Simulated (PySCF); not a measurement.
# Structure from 2D NMR

Compound of formula C3H2F2O. Correlations simulated from computed shifts and couplings:

HSQC (one-bond C–H):
```
  δH    δC  ¹J(C,H) (Hz)
4.72  68.1           165
```

HMBC (two and three bonds, |J| ≥ 2.5 Hz):
```
  δH         δC [abs. J in Hz]
4.72  145.9 [9.9], 119.1 [6.4]
```

Carbons without hydrogens: δ 145.9, 119.1.

PySCF 2.14.0 with density-fitted response routines calculation with J couplings at B3LYP/pcJ-1, GFN2-xTB geometry and GIAO PBE0/pcSseg-1 shieldings; non-relativistic Hamiltonian, one computed conformer, fast rotation and ring inversion assumed for equivalent nuclei, no solvent model.

Scale: ¹H and ¹³C vs TMS (reference shieldings calculated alike).

Exchangeable hydrogens are left out of these lists, and C,H couplings along chains are those of one rotamer, so weak HMBC peaks may be missing or extra.

Assemble the structure.

Answers

`C1(F)=C(F)CO1`.

Atoms are numbered as in `[F:1][C:2]1=[C:3]([F:4])[O:5][CH2:6]1`. Hydrogens are named by the atom that carries them.

1. δC 145.9 is C3, an alkene carbon bearing oxygen.
2. δC 119.1 is C2, a β carbon of an enol-ether or enamine type C=C.
3. δC 68.1 is C6, an allylic sp3 CH2 bonded to O (δH 4.72).
4. HMBC from δH 4.72 reaches the proton-free carbons C3, C2.

This is the structure that produced the data.

Common functionals overestimate the size of one-bond C–F couplings by tens of Hz; these are unscaled. Shifts are as computed. Against solution values, carbons near 30 ppm lie about +3 ppm off and those near 130 ppm about +5 ppm. Of 1211 compounds with measured shifts, 218 miss one by over three times the rms of a fit or turn the order of signals round; such compounds aren't used in these exercises.
